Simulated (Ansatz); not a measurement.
`NC=C=S` + H–F → `FC=C=S` + NH₃ at 500 K and 1 bar (substitution at a C–N bond).

Program: Ansatz. Geometries: PBE0-D4/def2-TZVP. ΔE: electronic, gas phase. CCSD(T)/CBS adds triple-zeta CCSD(T) − MP2 to the extrapolated MP2 energy (def2 sets, frozen cores). This one scheme is used for every species. Each species was taken in one conformer, which may not be the lowest.

```
 species  CCSD(T)/CBS energy (Eh)  H − E (kJ/mol)  S (J/(mol·K))
`NC=C=S`               -530.31872           158.7          335.3
     H–F               -100.39570            39.4          188.7
`FC=C=S`               -574.18681            88.5          317.4
     NH₃                -56.50880           108.2          211.8
```

H − E and S are ideal-gas, rigid-rotor, harmonic terms from PBE0-D4/def2-TZVP, for one conformer and one mirror image of each species. 1 Eh = 2625.50 kJ/mol, R = 8.31446 J/(mol·K).

**Question.** By hand: ΔE, ΔH, ΔS and ΔG.

**Answer.** ΔE = (-574.18681) + (-56.50880) − (-530.31872) − (-100.39570) = 0.01881 Eh = 49.4 kJ/mol. Δ(H − E) = 88.5 + 108.2 − 158.7 − 39.4 = -1.4, so ΔH = 48.0 kJ/mol. ΔS = 317.4 + 211.8 − 335.3 − 188.7 = 5.2 J/(mol·K). ΔG = 48.0 − 500 × (5.2)/1000 = 45.4 kJ/mol.

**Question.** By hand: the equilibrium constant, and the temperature at which ΔG would vanish if ΔH and ΔS stayed fixed.

**Answer.** log₁₀ K = −ΔG/(RT ln 10) = -4.7. ΔG = 0 at ΔH/ΔS = 9231 K, far beyond where these terms or the molecules hold.

The number of gas molecules stays the same, so ΔS is small and ΔH decides. A doubt of 5 kJ/mol in ΔE shifts log₁₀ K by 0.5 here. Other conformers and mirror images would add mixing entropy, several J/(mol·K) or more a flexible species. These are equilibria of isolated gas molecules and say nothing of rates. Largest T1 diagnostic: 0.016 (customary marks: 0.02 for closed shells, 0.045 for open ones).
